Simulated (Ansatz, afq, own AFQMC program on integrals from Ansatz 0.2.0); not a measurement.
**Where AFQMC and coupled cluster stand for ZrS, triplet**

```yaml
atoms:
  - { symbol: Zr, position_ang: [0.0000, 0.0000, 0.0000] }
  - { symbol: S, position_ang: [0.0000, 0.0000, 2.1829] }
```

Basis def2-SVP with its core potentials. Noble-gas cores (and the filled d shells of Ga–Kr and In–Xe) are frozen. Integrals, coupled cluster, full CI and functionals: Ansatz 0.2.0; the random walks run on the same integrals in our own AFQMC program. ph-AFQMC/CISD is guided by a CISD state made of CCSD amplitudes; releasing the constraint for a short imaginary time cuts its bias at the price of noise, slowly where states lie close. Error bars are statistical, one sigma. No spin–orbit coupling. The metal's outer-core s and p shells are frozen, which shifts wave-function levels against functionals.

Determinant: ROHF, the one that the program's search chose, which needn't be the lowest solution. The geometry is a PBE0/def2-TZVP stationary point of this or a neighbouring charge and spin state.

No full CI on the walks' own integrals is used here; CCSDT(Q) serves as the reference and is uncertain by about the last step of the cluster series.

Cautions: no spin-orbit coupling; outer-core shells of the metal frozen; another spin lies lower (by 202 meV); a spin-contaminated unrestricted determinant lies lower (UHF 127 meV lower, ⟨S²⟩ 2.05); raised T1 diagnostic (T1 0.043, weight of the determinant 0.86, largest double 0.07); (T) is large, 7 % of the CCSD correlation; CCSDT(Q) on the UHF determinant differs (91 meV lower), by its state or its frozen core.

* T1 diagnostic: 0.0435
* weight of the determinant in the CISD state: 0.858
* size of the correlated space: 10 electrons in 40 orbitals

Reference: CCSDT(Q), correlation energy -5.881 eV. The released energy is read at 3.00 1/Eh, later times being too noisy (meV from the phaseless value at times in 1/Eh: -11 ± 3 at 0.60, -13 ± 5 at 1.20, -18 ± 5 at 2.00, -21 ± 8 at 3.00, -5 ± 10 at 4.20).

```
         level  E − E(reference) (kcal/mol)  share of correlation (%)
            HF                       135.63                      0.00
           MP2                        15.32                     88.71
          CCSD                         9.14                     93.26
       CCSD(T)                         0.23                     99.83
         CCSDT                        -0.28                    100.21
   ph-AFQMC/HF                 -1.81 ± 0.57                    101.34
 ph-AFQMC/CISD                  0.21 ± 0.12                     99.84
released AFQMC                 -0.28 ± 0.18                    100.21
```

A walk keeps the symmetry of its determinant, which the program's search chose and which needn't be the lowest solution, so a lower state of the same spin and another symmetry isn't excluded. Released energies are given only where the last usable release times agree within the noise; a slower fall can still hide under it.
